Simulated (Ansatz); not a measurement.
# COSi: the cost of one run

Program: Ansatz 0.2.0, Gaussian basis. Level of theory: def2-QZVPP, core rule «outside noble gas», up to 7 orbitals frozen. These are calculated values, not measurements.

The runs, in order: UHF; ROHF; CCSD(T) on UHF.

2 further runs of the same task are left out: 2 set aside as unsound or not needed.

**1. What is computed**

The geometry is a PBE0/def2-TZVP stationary point (not a proven minimum) of the parent state, kept for this charge and spin.

3 atoms, charge 0, spin multiplicity 5.

Atoms are counted from 1 here; the program's logs count them from 0.

Bond lengths: O1–C2 1.153 Å, C2–Si3 1.807 Å. Angles: O1–C2–Si3 180.0°.

**2. UHF**

File in.yaml:

```yaml
crystal:
  periodic: [false, false, false]
  atoms:
    - {symbol: O, position_ang: [0.000000, 0.000000, -1.370973]}
    - {symbol: C, position_ang: [0.000000, 0.000000, -0.218248]}
    - {symbol: Si, position_ang: [0.000000, 0.000000, 1.589221]}
basis:
  gaussian: {orbitals: "def2-QZVPP.json"}
magnetization: {spin_polarized: true, initial_magnetization: 4}
hamiltonian: {xc: hf}
output: {orbitals: {seedname: orbitals}}
```

Launch:

```console
$ ansatz run in.yaml --threads 1 --pin off --events-out ev --progress --plain --max-ram 2393MiB
```

**Question.** How long does this run take on 1 thread of Intel Xeon Platinum 8259CL at 2.50GHz, shared host, and how much memory does it need?

About 14 s, with a peak of 0.33 GiB.
